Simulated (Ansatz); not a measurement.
# FH₆NSi (built from SMILES F.N[SiH3]): search for a transition state

Wanted: the transition state of a four-centre ligand exchange (form Si1–F7, N2–H6 and break Si1–N2, H6–F7). The guess is relaxed with those distances held, a saddle search follows, and vibrations and two downhill relaxations check it.

Method: PBE0-D4, def2-SVP first, then def2-TZVP; program: Ansatz 0.2.0, Gaussian basis.

31 further runs of the same task are left out: 31 set aside as unsound or not needed.

### Step 1. The system as given

The guess: 9 atoms, charge 0, spin multiplicity 1.

Atoms are counted from 1 here; the program's logs count them from 0.

Bond lengths: Si1–H3 1.451 Å, Si1–H4 1.484 Å, Si1–H5 1.452 Å, N2–H8 1.006 Å, N2–H9 1.006 Å. Angles: H3–Si1–H4 104.3°, H3–Si1–H5 129.1°, H4–Si1–H5 104.1°, H8–N2–H9 110.7°.

Coordinates:

```xyz
9

Si   -0.6205    0.6738   -0.3550
N     0.3728   -1.0061    0.4752
H    -0.3806    0.7063   -1.7861
H    -1.9712    0.0744   -0.2235
H    -0.6261    1.7699    0.5966
H     1.3483   -0.1370    0.2004
F     1.3599    0.9710   -0.2760
H     0.1767   -1.2034    1.4418
H     0.3406   -1.8489   -0.0734
```

Distances that are to change: Si1–F7 2.00 Å, N2–H6 1.34 Å, Si1–N2 2.12 Å, H6–F7 1.21 Å.

### Step 2. Relaxing the guess with the reacting distances held

File hold/in.yaml:

```yaml
crystal:
  periodic: [false, false, false]
  atoms:
    - {symbol: Si, position_ang: [-0.620500, 0.673800, -0.355000]}
    - {symbol: N, position_ang: [0.372800, -1.006100, 0.475200]}
    - {symbol: H, position_ang: [-0.380600, 0.706300, -1.786100]}
    - {symbol: H, position_ang: [-1.971200, 0.074400, -0.223500]}
    - {symbol: H, position_ang: [-0.626100, 1.769900, 0.596600]}
    - {symbol: H, position_ang: [1.348300, -0.137000, 0.200400]}
    - {symbol: F, position_ang: [1.359900, 0.971000, -0.276000]}
    - {symbol: H, position_ang: [0.176700, -1.203400, 1.441800]}
    - {symbol: H, position_ang: [0.340600, -1.848900, -0.073400]}
basis:
  gaussian: {orbitals: def2-SVP}
hamiltonian: {xc: pbe0, dispersion: d4}
relax: {f_tol: 0.08, max_steps: 120, escape_saddle: false, constraints: [{distance: [0, 6]}, {distance: [1, 5]}, {distance: [0, 1]}, {distance: [5, 6]}]}
```

The command line of these runs was not kept.

After this run come: Force constants to start from; Saddle search in the small basis; Saddle search in triple zeta; Vibrations at the point found; Relaxing after a step of 0.30 Å one way along the mode; Relaxing after a step of 0.30 Å the other way along the mode.

What does the calculation give? Wanted: imaginary mode; barrier from the start side; barrier from the end side; energy of the step; pairs that change; zero-point energy at the saddle.

The runs gave:

| quantity | value |
| --- | --- |
| imaginary mode | 618i cm⁻¹ |
| barrier from the start side | 15.3 kcal/mol |
| barrier from the end side | 28.0 kcal/mol |
| energy of the step | -12.7 kcal/mol |
| pairs that change | Si1–F7 formed, N2–H6 formed, Si1–N2 broken, H6–F7 broken |
| zero-point energy at the saddle | 1.710 eV |

One imaginary mode, 618i cm⁻¹, makes this a first-order saddle. The two relaxations end on the structures that were planned. At PBE0-D4/def2-TZVP the electronic barrier is 15.3 kcal/mol, about 26 kT at 298 K, and the step runs 12.7 kcal/mol downhill. A step off the saddle overshot and began above it in energy, so the link to its end is likely but not proven.
